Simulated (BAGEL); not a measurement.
# One shape, several levels: SiPH3F− (SMILES F[SiH-]P)

Wanted: a comparison of 3 runs (HF/3-21G, HF/def2-SVP, B3LYP/6-31+G*) of SiPH3F−. 

Program for the calculation: BAGEL 1.2.2.

8 further runs of the same task are left out: 6 that didn't finish, 2 set aside as unsound or not needed.

## Step 1: The system as given

The species is SiPH3F− (6 atoms), meant as a singlet with charge -1. As SMILES, `F[SiH-]P`. The coordinates come from a GFN2-xTB relaxation. This is one conformer, not always the lowest.

Bond lengths: F1–Si2 1.693 Å, Si2–P3 2.254 Å, Si2–H4 1.511 Å, P3–H5 1.375 Å, P3–H6 1.378 Å. Angles: F1–Si2–P3 103.0°, F1–Si2–H4 93.4°, P3–Si2–H4 95.0°, Si2–P3–H5 89.3°, Si2–P3–H6 94.1°, H5–P3–H6 91.4°.

## Step 2: The energy at HF/3-21G (run 1)

Contents of hf.json:

```json
{ "bagel": [

{
  "title": "molecule",
  "basis": "3-21g",
  "df_basis": "qzvpp-jkfit",
  "geometry": [
    { "atom": "F", "xyz": [    -2.75314199,    -2.84201581,     1.25031839 ] },
    { "atom": "Si", "xyz": [    -1.50116064,    -0.90275996,    -0.96389260 ] },
    { "atom": "P", "xyz": [     1.50535583,     1.20417128,     1.19699032 ] },
    { "atom": "H", "xyz": [     0.27009855,    -2.90689011,    -1.96195146 ] },
    { "atom": "H", "xyz": [     2.43814354,     2.11673892,    -1.04989404 ] },
    { "atom": "H", "xyz": [     0.04072360,     3.33075568,     1.52842939 ] }
  ]
},

{
  "title": "hf",
  "charge": -1,
  "df": false
},

{
  "title": "print",
  "file": "orbitals.molden",
  "orbitals": true
}

]}
```

Run with:

```
BAGEL_NUM_THREADS=1 BAGEL hf.json > hf.out
```

Output:

```text
* using 1 threads per process

  ===============================================================
  ===============================================================

  *** Geometry ***

  { "atom" : "F", "xyz" : [     -2.753142,     -2.842016,      1.250318 ] },
  { "atom" : "Si", "xyz" : [     -1.501161,     -0.902760,     -0.963893 ] },
  { "atom" : "P", "xyz" : [      1.505356,      1.204171,      1.196990 ] },
  { "atom" : "H", "xyz" : [      0.270099,     -2.906890,     -1.961951 ] },
  { "atom" : "H", "xyz" : [      2.438144,      2.116739,     -1.049894 ] },
  { "atom" : "H", "xyz" : [      0.040724,      3.330756,      1.528429 ] },

  Number of auxiliary basis functions:      387

  Since a DF basis is specified, we compute 2- and 3-index integrals:
    o Being stored without compression. Storage requirement is 0.005 GB

  Number of basis functions:       41
  Number of electrons      :       41

    * METHOD: MOLECULE                             0.13

  *** RHF ***

  === Nuclear Repulsion ===
   141.6110454408

      * DIIS with orbital gradients will be used.

  === RHF iteration (3-21g) ===
      0       -725.43084375          0.02955886           0.05
      1       -726.97933394          0.01949298           0.05
      2       -727.05224567          0.00338765           0.05
      3       -727.05819994          0.00087837           0.05
      4       -727.05863972          0.00031932           0.05
      5       -727.05871943          0.00007164           0.05
      6       -727.05872348          0.00001672           0.05
      7       -727.05872369          0.00000519           0.05
      8       -727.05872371          0.00000116           0.05
      9       -727.05872371          0.00000038           0.04
     10       -727.05872371          0.00000016           0.05
     11       -727.05872371          0.00000003           0.04
     12       -727.05872371          0.00000001           0.05
    * SCF iteration converged.

    * Permanent dipole moment:
           (   -0.290032,    -0.493584,    -0.092813) a.u.

    * METHOD: HF                                   0.76

    * METHOD: PRINT                                0.01

  ===============================================================
```

It took 1.4 s on 1 thread of Intel Xeon Platinum 8488C (Sapphire Rapids), shared host; peak memory 0.08 GiB.

## Step 3: A single-point energy at HF/def2-SVP (run 2)

Contents of hf.json:

```json
{ "bagel" : [

{
  "title" : "molecule",
  "basis" : "svp",
  "df_basis" : "qzvpp-jkfit",
  "geometry" : [
    { "atom" : "F", "xyz" : [ -2.75314199, -2.84201581,  1.25031839 ] },
    { "atom" : "Si", "xyz" : [ -1.50116064, -0.90275996, -0.96389260 ] },
    { "atom" : "P", "xyz" : [  1.50535583,  1.20417128,  1.19699032 ] },
    { "atom" : "H", "xyz" : [  0.27009855, -2.90689011, -1.96195146 ] },
    { "atom" : "H", "xyz" : [  2.43814354,  2.11673892, -1.04989404 ] },
    { "atom" : "H", "xyz" : [  0.04072360,  3.33075568,  1.52842939 ] }
  ]
},
{
  "title" : "hf",
  "charge" : -1,
  "df" : false
},
{
  "title" : "print",
  "file" : "orbitals.molden",
  "orbitals" : true
}

]}
```

Run with:

```
BAGEL_NUM_THREADS=1 BAGEL hf.json > hf.out
```

Output:

```text
* using 1 threads per process

  ===============================================================
  ===============================================================

  *** Geometry ***

  { "atom" : "F", "xyz" : [     -2.753142,     -2.842016,      1.250318 ] },
  { "atom" : "Si", "xyz" : [     -1.501161,     -0.902760,     -0.963893 ] },
  { "atom" : "P", "xyz" : [      1.505356,      1.204171,      1.196990 ] },
  { "atom" : "H", "xyz" : [      0.270099,     -2.906890,     -1.961951 ] },
  { "atom" : "H", "xyz" : [      2.438144,      2.116739,     -1.049894 ] },
  { "atom" : "H", "xyz" : [      0.040724,      3.330756,      1.528429 ] },

  Number of auxiliary basis functions:      387

  Since a DF basis is specified, we compute 2- and 3-index integrals:
    o Being stored without compression. Storage requirement is 0.013 GB

  Number of basis functions:       65
  Number of electrons      :       41

    * METHOD: MOLECULE                             0.11

  *** RHF ***

  === Nuclear Repulsion ===
   141.6110454408

      * DIIS with orbital gradients will be used.

  === RHF iteration (svp) ===
      0       -728.00829731          0.02660180           0.16
      1       -730.36726197          0.02344981           0.16
      2       -730.57677985          0.00528830           0.16
      3       -730.59782925          0.00193262           0.16
      4       -730.60067071          0.00063747           0.16
      5       -730.60122610          0.00017688           0.16
      6       -730.60126963          0.00004945           0.16
      7       -730.60127295          0.00001418           0.16
      8       -730.60127319          0.00000362           0.15
      9       -730.60127321          0.00000154           0.15
     10       -730.60127321          0.00000060           0.15
     11       -730.60127321          0.00000014           0.15
     12       -730.60127321          0.00000005           0.14
     13       -730.60127321          0.00000002           0.14
     14       -730.60127321          0.00000001           0.13
    * SCF iteration converged.

    * Permanent dipole moment:
           (   -0.542486,    -0.530763,    -0.383874) a.u.

    * METHOD: HF                                   2.45

    * METHOD: PRINT                                0.01

  ===============================================================
```

Wall time 3.3 s (1 thread of Intel Xeon Platinum 8488C (Sapphire Rapids), shared host); peak memory 0.08 GiB.

## Step 4: A single-point energy at B3LYP/6-31+G(d) (density fitting with svp-jkfit, spherical functions) (run 3)

Contents of input.json:

```json
{ "bagel" : [

{
  "title" : "molecule",
  "basis" : "6-31+gs.json",
  "df_basis" : "svp-jkfit",
  "angstrom" : "true",
  "geometry" : [
    { "atom" : "F", "xyz" : [   -1.456900,   -1.503930,    0.661640 ] },
    { "atom" : "Si", "xyz" : [   -0.794380,   -0.477720,   -0.510070 ] },
    { "atom" : "P", "xyz" : [    0.796600,    0.637220,    0.633420 ] },
    { "atom" : "H", "xyz" : [    0.142930,   -1.538260,   -1.038220 ] },
    { "atom" : "H", "xyz" : [    1.290210,    1.120130,   -0.555580 ] },
    { "atom" : "H", "xyz" : [    0.021550,    1.762560,    0.808810 ] }
  ]
},
{
  "title" : "ks",
  "xc_func" : "b3lyp",
  "charge" : -1
},
{
  "title" : "print",
  "file" : "orbitals.molden",
  "orbitals" : "true"
}

]}
```

The basis set 6-31+G* is read from a file made from the Basis Set Exchange's data (not shown).

Run with:

```
BAGEL_NUM_THREADS=1 BAGEL input.json > input.out
```

Output:

```text
* using 1 threads per process

  ===============================================================
  ===============================================================

  *** Geometry ***

  { "atom" : "F", "xyz" : [     -2.753142,     -2.842016,      1.250318 ] },
  { "atom" : "Si", "xyz" : [     -1.501161,     -0.902760,     -0.963893 ] },
  { "atom" : "P", "xyz" : [      1.505356,      1.204171,      1.196990 ] },
  { "atom" : "H", "xyz" : [      0.270099,     -2.906890,     -1.961951 ] },
  { "atom" : "H", "xyz" : [      2.438144,      2.116739,     -1.049894 ] },
  { "atom" : "H", "xyz" : [      0.040724,      3.330756,      1.528429 ] },

  Number of auxiliary basis functions:      387

  Since a DF basis is specified, we compute 2- and 3-index integrals:
    o Being stored without compression. Storage requirement is 0.014 GB

  Number of basis functions:       68
  Number of electrons      :       41

    * METHOD: MOLECULE                             0.14

  *** Kohn-Sham DFT ***

    * Removing 9242 points whose weight is below 1.00e-10
    * Grid points: 80194

  === Nuclear Repulsion ===
   141.6110452521

       - DIIS with orbital gradients will be used.

  === KS iteration (b3lyp / 6-31+gs.json) ===
      0       -713.83871478          0.13684174           0.26
      1       -700.22054443          0.08272772           0.25
      2       -675.53493645          0.22554281           0.35
      3       -710.20746628          0.16454213           0.30
      4       -714.50186652          0.15744133           0.34
      5       -714.84829787          0.15753115           0.43
      6       -714.85474016          0.15750811           0.37
      7       -683.25679012          0.13995934           0.34
      8       -715.18968793          0.12274536           0.24
      9       -731.50758717          0.05108341           0.24
     10       -732.39695160          0.01883403           0.24
     11       -732.43329849          0.01847815           0.25
     12       -732.54312544          0.00571193           0.25
     13       -732.55698016          0.00316324           0.24
     14       -732.56193975          0.00071736           0.25
     15       -732.56221327          0.00009173           0.24
     16       -732.56221818          0.00002685           0.30
     17       -732.56221854          0.00000726           0.24
     18       -732.56221856          0.00000294           0.25
     19       -732.56221856          0.00000176           0.30
     20       -732.56221856          0.00000026           0.30
     21       -732.56221856          0.00000013           0.28
     22       -732.56221856          0.00000003           0.29
     23       -732.56221856          0.00000001           0.25
    * SCF iteration converged.

    * Permanent dipole moment:
           (   -0.556954,    -0.376998,    -0.303883) a.u.

    * METHOD: KS                                   7.15

    * METHOD: PRINT                                0.01

  ===============================================================
```

Run time: 7.8 s. Hardware: 1 thread of Intel Xeon Platinum 8488C (Sapphire Rapids), shared host; peak memory 0.28 GiB.

## Step 5: The series

```tsv
run	level	integral approximation	energy (Eh)	HOMO energy (eV)	LUMO energy (eV)	HOMO–LUMO gap (eV)	wall time
1	HF/3-21G	none	-727.058724	-1.86	9.49	11.35	1.4 s
2	HF/def2-SVP	none	-730.601273	-1.74	9.47	11.21	3.3 s
3	B3LYP/6-31+G* (density fitting with svp-jkfit, spherical functions)	svp-jkfit	-732.562219	0.09	3.54	3.45	7.8 s
```

## Step 6: Summary of results

```
                                                    quantity          value
                                         run 3: total energy  -732.56222 Eh
                                          run 3: HOMO energy        0.09 eV
                                          run 3: LUMO energy        3.54 eV
run 3: HOMO–LUMO gap (to an unbound level, set by the basis)        3.45 eV
```

In words: The HOMO–LUMO gap runs from 3.45 eV (B3LYP/6-31+G*) to 11.35 eV (HF/3-21G). The two ends differ in method and basis. The empty levels of an anion lie above zero and hang on the basis. In run 3 the HOMO lies above zero, so the outermost electron may be held by the basis alone. All runs together took 12 s, the longest 7.8 s.
